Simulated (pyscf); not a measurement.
`[F][W]([F])(=[S])([SH])[Cl]` → `[F][W]([F])(=[S])=[S]` + `[ClH]` (elimination; singlet surface; H–S, Cl–W broken, Cl–H formed). Structures and frequencies: ωB97X-D3(BJ)/def2-SVP in PySCF. Energies in kcal/mol from the reactant's lowest minimum found.

```
level                   barrier  reaction energy
----------------------  -------  ---------------
PBE/def2-TZVP                 ?            +12.6
r²SCAN/def2-TZVP           24.1            +15.8
PBE0-D3(BJ)/def2-TZVP      24.1            +14.9
M06-2X/def2-TZVP           26.9            +12.6
ωB97M-D3(BJ)/def2-TZVP        ?                ?
HF/def2-TZVP               40.1             +8.4
```

**Question.** Some entries are withheld; supply them.

**Answer.** 
- PBE/def2-TZVP, barrier: 21.4
- ωB97M-D3(BJ)/def2-TZVP, barrier: 27.3
- ωB97M-D3(BJ)/def2-TZVP, reaction energy: +12.9

The functionals in the table span 5.9 kcal/mol in this barrier, from PBE to ωB97M-D3(BJ)/def2-TZVP. On the reactant side the descent ends in a point that may be a rotor saddle (no frequency run), 2.0 kcal/mol over the lowest minimum found and 25.9 kcal/mol under the saddle at ωB97X-D3(BJ)/def2-TZVP. One saddle was located; it need not be the lowest between these sides. Elements past Kr carry the def2 core potentials, without spin-orbit coupling.
